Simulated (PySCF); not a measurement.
AlCl3, SMILES [Cl][Al]([Cl])[Cl].

Geometry: PBE0-D3(BJ)/def2-SVP. The isomer is the one that the SMILES or the coordinates give; other isomers of the formula were not compared.

Calculation: PBE/def2-TZVPD (PySCF).

Symmetry labels are those of the subgroup C2v that the program uses (full group D3h).

Problem. List the valence orbital energies around the gap with their symmetry. (The exact figures need the calculation; the answer reports its results.)

Solution. 
```
orbital  symmetry  energy (eV)
-------  --------  -----------
HOMO−7         A1        -9.95
HOMO−6         B1        -9.95
HOMO−5         B2        -9.05
HOMO−4         B1        -8.61
HOMO−3         A1        -8.61
HOMO−2         B2        -8.48
HOMO−1         A2        -8.48
HOMO           B1        -8.02
LUMO           A1        -2.35
LUMO+1         B2        -2.03
LUMO+2         A1         0.13
LUMO+3         A1         0.20
```
